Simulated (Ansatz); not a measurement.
Band gap of some III–V compounds

Method: BLYP in Ansatz (plane waves, PAW). References are measured gaps from which a computed or estimated zero-point shift was taken out, by their sources or here, so that they lie as a rule above the printed measurements.

Values in eV.

```csv
solid,reference,BLYP,error (eV)
wurtzite GaN,3.68,2.00,-1.68
zinc-blende AlP,2.54,1.85,-0.69
wurtzite AlN,6.51,4.49,-2.02
zinc-blende GaP,2.43,1.67,-0.76
zinc-blende InP,1.47,0.58,-0.89
zinc-blende BP,2.2¶ (2.20–2.50),1.51,-0.69
```

Over these 6 solids the mean error is -1.12 eV, the mean absolute error 1.12 eV (median 0.83 eV), and the worst case wurtzite AlN at -2.02 eV; the value is too low in 6 of 6 cases.

¶ marks references of a special kind: zinc-blende BP, 2.2 eV (measured, zero-point renormalisation of 0.106 eV removed from the gap extrapolated to 0 K (as printed); the shift is computed, second of two values printed, our sources range from 2.20 to 2.50; as tabulated in X. Ren, F. Merz, H. Jiang et al., All-electron periodic G0W0 implementation …).

Brackets give the range of the sources taken for a reference, where it is wide; it can hold other temperatures.

Differences are worked out from the printed values.

Semilocal Kohn–Sham gaps run low as a rule, and all computed gaps are for a static lattice, while measured ones hold electron–phonon shifts unless said otherwise.

Spin–orbit coupling is included only where a level's name says +SOC; with heavier elements it mostly lowers gaps and can invert bands. Cells: BLYP at the measured cell. Ansatz's density-functional and Hartree–Fock values are scalar-relativistic unless marked +SOC, with PAW data made under PBE.

Not in this set, of the III–V compounds with a reference value in our tables and a result at some level: 5 for spin–orbit coupling left out; 2 for a reference of another kind, counted apart; 1 for sources at odds; 1 for a doubt noted on the run at BLYP. These can be a level's best or worst cases. At least 3 more with a reference value are held back for tests. Solids without a released value at any level aren't counted. Without +SOC, gaps count where the solid holds none of Ge, As, Se, Br, Sn, Sb, Te, I or the elements past barium, or holds Ge, As, Se or Br with a gap over 4 eV. Layered and molecular crystals are counted apart.

References as tabulated in, or derived from, Chen et al. (2018), doi:10.1103/physrevmaterials.2.073803; Feneberg et al. (2010), doi:10.1103/physrevb.82.075208; X. Ren, F. Merz, H. Jiang et al., All-electron periodic G0W0 implementation ….

Ansatz is a program for electronic structure.
